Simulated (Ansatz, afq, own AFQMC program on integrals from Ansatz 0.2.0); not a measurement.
Two steps: Ansatz 0.2.0 writes the Fock matrix and Cholesky factors of the valence space, and afq projects on them the lowest state that overlaps trial and start.

```yaml
crystal:
  periodic: [false, false, false]
  atoms:
    - {symbol: O, position_ang: [0.000000, -0.113980, 0.000000]}
    - {symbol: H, position_ang: [0.000000, 0.904625, -1.328905]}
    - {symbol: H, position_ang: [0.000000, 0.904625, 1.328905]}
basis:
  gaussian: {orbitals: 6-31G}
magnetization: {spin_polarized: false}
correlation: {method: ccsd_t, electrons: outside_noble_gas, hamiltonian_folder: ham}
```

```sh
$ ansatz run in.yaml --threads 1 --pin off --events-out ev --progress --plain --max-ram 15360MiB --backend cuda --devices 0, --max-vram 18GiB
```

afq runs on the folder ham with

```
--method phaseless --trial cisd --walkers 160 --populations 1 --least-time 40 --time-step 0.04 --steps-per-block 5 --equilibration-blocks 50 --max-blocks 200 --target-error 0.00136 --factor-cut 1e-05 --seed 2603 --taylor-order 4
```

Times are imaginary, in 1/Eh. The walk had a cap of 60 s.

Log:

```
orbitals 12  electrons 4 4  factors 60 of 140
reference energy -75.68592670 Eh
CCSD correlation -0.23000661 Eh in 12 cycles, weight of the determinant in the CISD state 0.7950
energy of the start -75.915969 Eh
 block  time / (1/Eh)  mean weight  energy / Eh
     1     0.200  1.0002  -75.912183
     2     0.400  0.9962  -75.914144
     3     0.600  0.9976  -75.912569
     4     0.800  1.0037  -75.915221
     5     1.000  1.0064  -75.916996
     8     1.600  0.9955  -75.931785
    13     2.600  0.9963  -75.914929
    31     6.200  0.9981  -75.928059
    49     9.800  1.0042  -75.939953
    67    13.400  0.9806  -75.918742
    85    17.000  0.9977  -75.914720
   103    20.600  1.0063  -75.929443
   121    24.200  1.0051  -75.928195
   139    27.800  1.0000  -75.925066
   157    31.400  1.0001  -75.914661
   175    35.000  1.0029  -75.912956
   193    38.600  0.9998  -75.924909
   211    42.200  0.9974  -75.926439
   229    45.800  0.9977  -75.928129
   247    49.400  1.0057  -75.920071
blocks merged  error / Eh  count
     1  0.000617  200
     2  0.000741  100
     4  0.000885  50
     8  0.000898  25
    16  0.000995  12
energy -75.923210 +/- 0.000898 Eh
(rows thinned)
```

The run passed its tests (sampling time, drift between the halves within three errors, error under three times the target), which doesn't prove that it has relaxed.

Against this walk (error 24.4 meV) on the same determinant: CCSD(T) 25.9 meV lower (within the noise), CCSDT(Q) 50.2 meV lower, CCSDTQ 30.0 meV lower (within the noise), full CI 34.6 meV lower (within the noise), a separate phaseless walk with a CISD trial and standard settings 51.2 ± 25.5 meV higher. The error is statistical and leaves out the bias of the constraint.

Cautions: constraint bias not in the error; restricted determinant unstable towards unrestricted (UHF 2.81 eV lower, ⟨S²⟩ 1.50); strong correlation (T1 0.030, weight of the determinant 0.80, largest double 0.23); the time-step error isn't removed.

The walk took 3.9 s on 1 × NVIDIA H100 80GB HBM3 with 2 threads of AMD EPYC 7R13 Processor (Zen 3), on a shared host (the card was shared). The log's last line is the phaseless energy.

CCSDT and higher add their correlation energy to the determinant of the CCSD(T) run, since their own runs factorise the integrals more tightly (a shift of under 2 meV). A walk keeps the symmetry of its determinant, which the program's search chose and which needn't be the lowest solution, so a lower state of the same spin and another symmetry isn't excluded.
